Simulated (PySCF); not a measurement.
F4Si. Atoms are numbered in the order given.

```xyz
5

F      0.9182     0.9182     0.9182
Si     0.0000     0.0000     0.0000
F     -0.9182     0.9182    -0.9182
F     -0.9182    -0.9182     0.9182
F      0.9182    -0.9182    -0.9182
```
Charge 0, spin multiplicity 1.

Coordinates come from a ωB97X-D3(BJ)/def2-SVP optimisation. The isomer is the one that the SMILES or the coordinates give; other isomers of the formula were not compared.

Calculation: PBE0/def2-TZVP (PySCF).

ESP charges are fitted to the potential on shells at 1.4 to 2.0 van der Waals radii. Atomic charges (e):

```json
[
 {"atom": "F1", "ESP fit": "-0.27", "Mulliken": "-0.27", "Löwdin": "___"},
 {"atom": "Si2", "ESP fit": "1.07", "Mulliken": "1.07", "Löwdin": "___"},
 {"atom": "F3", "ESP fit": "-0.27", "Mulliken": "-0.27", "Löwdin": "___"},
 {"atom": "F4", "ESP fit": "-0.27", "Mulliken": "-0.27", "Löwdin": "___"},
 {"atom": "F5", "ESP fit": "-0.27", "Mulliken": "-0.27", "Löwdin": "___"}
]
```

Q: Complete the blanks. (An estimate is asked for; the answer gives what the named calculation found.)

A: 
- F1, Löwdin: 0.05
- Si2, Löwdin: -0.21
- F3, Löwdin: 0.05
- F4, Löwdin: 0.05
- F5, Löwdin: 0.05

Computed Mayer and Wiberg (Löwdin basis) orders of the bonds:
```json
[
 {"bond": "F1–Si2", "Mayer": "1.18", "Wiberg": "1.76"},
 {"bond": "Si2–F3", "Mayer": "1.18", "Wiberg": "1.76"},
 {"bond": "Si2–F4", "Mayer": "1.18", "Wiberg": "1.76"},
 {"bond": "Si2–F5", "Mayer": "1.18", "Wiberg": "1.76"}
]
```
